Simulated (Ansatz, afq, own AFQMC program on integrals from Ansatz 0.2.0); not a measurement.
# Where AFQMC and coupled cluster stand for CO, triplet

```yaml
atoms:
  - { symbol: O, position_ang: [0.0000, 0.0000, 0.0000] }
  - { symbol: C, position_ang: [0.0000, 0.0000, 1.1955] }
```

Basis cc-pVQZ. Noble-gas cores (and the filled d shells of Ga–Kr and In–Xe) are frozen. Ansatz 0.2.0 and our own AFQMC program on the same integrals; the CISD trial comes from CCSD amplitudes, and released means the phaseless constraint is let go. Free AFQMC starts from the CCSD state and is never constrained. Its projection time is finite, and what remains of the start isn't in its error. Error bars are statistical, one sigma.

Determinant: ROHF, the one that the program's search chose, which needn't be the lowest solution. The geometry is a PBE0/def2-TZVP stationary point of this or a neighbouring charge and spin state.

No full CI on the walks' own integrals is used here. The released AFQMC energy serves as the reference, which it does only where one determinant dominates, the energy is flat over the last release times and near the phaseless one (40 meV or 2 meV an electron, half that with transition metals). On small molecules, where full CI could be run and the noise was under 10 meV, such values lay within 10 meV of it in 19 cases of 20, a flattering rate, since the rule was set on those same cases; what remains of the bias isn't in the error bar.

Cautions: lower spins were not checked; a spin-contaminated unrestricted determinant lies lower (UHF 313 meV lower, ⟨S²⟩ 2.19); the released value is read at 2.40 1/Eh with a noise of 17 meV, more than in the cases checked (meV from the phaseless value at times in 1/Eh: -21 ± 11 at 0.24, -19 ± 7 at 0.51, -72 ± 17 at 0.99, -36 ± 29 at 1.62, -26 ± 17 at 2.40).

The T1 diagnostic is 0.0359, the weight of the determinant in the CISD state is 0.883 and the size of the correlated space is 10 electrons in 108 orbitals.

Reference: AFQMC with the constraint released, correlation energy -10.302 ± 0.017 eV.

```json
{"level": "HF", "E − E(reference) (kcal/mol)": "237.57 ± 0.39", "share of correlation (%)": "0.00"}
{"level": "MP2", "E − E(reference) (kcal/mol)": "12.94 ± 0.39", "share of correlation (%)": "94.55"}
{"level": "CCSD", "E − E(reference) (kcal/mol)": "11.41 ± 0.39", "share of correlation (%)": "95.20"}
{"level": "CCSD(T)", "E − E(reference) (kcal/mol)": "0.12 ± 0.39", "share of correlation (%)": "99.95"}
{"level": "ph-AFQMC/CISD", "E − E(reference) (kcal/mol)": "0.61 ± 0.51", "share of correlation (%)": "99.74"}
{"level": "free AFQMC", "E − E(reference) (kcal/mol)": "-0.40 ± 0.70", "share of correlation (%)": "100.17"}
```

Free projections are given only where their last times agree within the noise and don't stop above the reference; a slow remainder of the start can still hide under it. A walk keeps the symmetry of its determinant, which the program's search chose and which needn't be the lowest solution, so a lower state of the same spin and another symmetry isn't excluded. Released energies are given only where the last usable release times agree within the noise; a slower fall can still hide under it.
